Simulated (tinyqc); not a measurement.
Geometry optimisation on the RHF/sto-3g surface (energies and gradients from PySCF), for H2O, spin multiplicity 1, step by step. Computed by tinyqc, a small Python program that keeps every step (integrals from PySCF). Settings: charge = 0, multiplicity = 1, basis = sto-3g, optimiser = bfgs, first Hessian = 0.6, largest step = 0.3, iteration cap = 30. Command: `OMP_NUM_THREADS=1 python tinyqc.py 27707 27708 out.jsonl` (the two numbers bound the seeds that draw the settings). One thread of a shared host (Intel(R) Xeon(R) Processor @ 2.60GHz), about 0.4 s of CPU time with the checks.

## Step 1: energy and gradient

positions at the start (bohr):
```
           x         y        z
1O  -0.03779  -0.01512  0.01323
2H   0.10205   1.44942  1.01478
3H  -0.01890  -1.47588  1.07147
```

Self-consistent energy and analytic gradient at these positions.

energy = -74.9587653 hartree

gradient (hartree/bohr):
```
             x           y           z
1O   0.0077527   0.0177055   0.0908521
2H  -0.0054294  -0.0349176  -0.0510958
3H  -0.0023234   0.0172120  -0.0397563
```

## Step 1: move

Quasi-Newton step p = -H^(-1) g (first H = 0.6 times the unit matrix); steps longer than 0.3 bohr are cut back.

positions after step 1 (bohr):
```
           x         y         z
1O  -0.05072  -0.04463  -0.13819
2H   0.11109   1.50762   1.09994
3H  -0.01502  -1.50456   1.13774
```

## Step 2: energy and gradient

As before.

energy = -74.9602897 hartree

gradient (hartree/bohr):
```
             x           y           z
1O  -0.0055747  -0.0222579  -0.0600274
2H   0.0051893   0.0531089   0.0378558
3H   0.0003854  -0.0308510   0.0221716
```

## Step 2: move

inverse Hessian in use (bohr^2/hartree), lower triangle:
```
          1         2         3         4         5         6        7        8
1   1.66425
2  -0.01035   1.63200
3  -0.02565  -0.11516   1.39759
4   0.00234   0.00874   0.02560   1.66457
5   0.02508   0.07904   0.28185  -0.02050   1.48976
6   0.01650   0.06951   0.17566  -0.01585  -0.16787   1.55419
7   0.00007   0.00161   0.00005  -0.00025  -0.00458  -0.00065  1.66684
8  -0.01473  -0.04437  -0.16669   0.01176   0.09787   0.09835  0.00297  1.61317
9   0.00915   0.04565   0.09341  -0.00975  -0.11398  -0.06318  0.00060  0.06833

         9
9  1.63644
```

Quasi-Newton step p = -H^(-1) g (the inverse Hessian comes from BFGS updates; coordinates in the order x, y, z of each atom); steps longer than 0.3 bohr are cut back.

positions after step 2 (bohr):
```
           x         y         z
1O  -0.04583  -0.02453  -0.08597
2H   0.10647   1.45932   1.06672
3H  -0.01528  -1.47637   1.11873
```

## Convergence

Stop when the largest gradient component is below 3e-5 hartree/bohr. The inverse Hessian follows the BFGS update with s = step, y = change of gradient.

Course of the optimisation:
```
step  E (hartree)  largest gradient (hartree/bohr)
1     -74.9587653                         9.09e-02
2     -74.9602897                         6.00e-02
3     -74.9654489                         1.35e-02
4     -74.9657913                         6.82e-03
5     -74.9658634                         7.25e-03
6     -74.9659001                         8.94e-04
7     -74.9659012                         3.24e-05
8     -74.9659012                         1.32e-06
```

Final distances (angstrom):
```
pair   distance
2H-1O   0.98941
3H-1O   0.98941
3H-2H   1.51616
```

Converged in 8 steps.
